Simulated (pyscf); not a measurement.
Thermochemistry of product channels of H₂Al–Cl (SMILES [AlH2][Cl]) + CH₃• (SMILES [CH3]) on the doublet surface, in kJ/mol, from ωB97M-D3(BJ)/def2-TZVP energies (ideal gas, 1 atm, RRHO with modes under 100 cm⁻¹ raised to 100, one conformer, R ln 2 for rigid chiral ones). Structures and frequencies: ωB97X-D3(BJ)/def2-SVP in PySCF.

```tsv
products	ΔE	ΔH(298 K)	ΔG(600 K)	ΔG(1200 K)
[H₃C–Al–Cl]• (SMILES [CH3][Al][Cl]) + H₂ (SMILES [H][H])	-78.6	-71.2	-65.0	-62.3
Cl• (SMILES [Cl]) + AlH₃ (SMILES [AlH3]) + CH₂ (SMILES [CH2]) [triplet]	+630.3	+612.8	+543.8	+472.4
H₃C–AlH–Cl (SMILES [CH3][AlH][Cl]) + H• (SMILES [H])	+2.9	+2.2	+18.4	+28.2
•H₂C–AlH–Cl (SMILES [CH2][AlH][Cl]) + H₂ (SMILES [H][H])	-10.0	-15.8	-8.5	-8.3
[HAl–Cl]• (SMILES [AlH][Cl]) + CH₄ (SMILES C)	-99.8	-82.4	-78.6	-69.0
```

These are energies of the channels, which say nothing of barriers. Left out: orbital degeneracy and the spin-orbit lowering of Cl.
